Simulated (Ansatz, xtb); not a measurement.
System: dimethyl thioether, C₂H₆S, charge 0, multiplicity 1. SMILES: CSC
Coordinates optimised at B3LYP-D3(BJ)/def2-TZVP (Ansatz, an electronic-structure program):
```xyz
9

C      0.0016     1.3789    -0.5167
S      0.0002     0.0021     0.6601
C     -0.0019    -1.3822    -0.5079
H      0.0029     2.2993     0.0655
H      0.8930     1.3571    -1.1446
H     -0.8903     1.3593    -1.1440
H     -0.0029    -2.2988     0.0802
H     -0.8938    -1.3644    -1.1353
H      0.8895    -1.3666    -1.1359
```

Harmonic wavenumbers from GFN2-xTB (xtb, at its own minimum), cm⁻¹: 146, 169, 261, 717, 744, 892, 929, 965, 1007, 1316, 1322, 1447, 1449, 1455, 1456, 3019, 3020, 3020, 3022, 3065, 3067.

Problem. Give the harmonic wavenumbers at B3LYP-D3(BJ)/def2-TZVP (Ansatz, finite differences of forces, unscaled).

Solution. 184, 186, 266, 687, 738, 913, 954, 990, 1053, 1344, 1368, 1463, 1472, 1480, 1488, 3029, 3032, 3096, 3104, 3126, 3127 cm⁻¹. Zero-point energy 47.3 kcal/mol.

Problem. From these and the geometry, give the ideal-gas thermochemistry at 298.15 K and 1 atm (rigid rotor, harmonic oscillator).

Solution. Point group C2v, rotational symmetry number 2. Rotational constants 17.78, 7.529, 5.67 GHz. S(trans) 38.30, S(rot) 22.19, S(vib) 7.27, S(elec, spin only) 0.00, S 67.8 cal/(mol K). H(298) - H(0) 3.66 kcal/mol; G - E(el) 30.8 kcal/mol. Tabulated S at 1 bar: 68.4 cal/(mol K) (CRC Handbook, as tabulated in the package chemicals); it can hold hindered rotation or other conformers, which this model lacks.
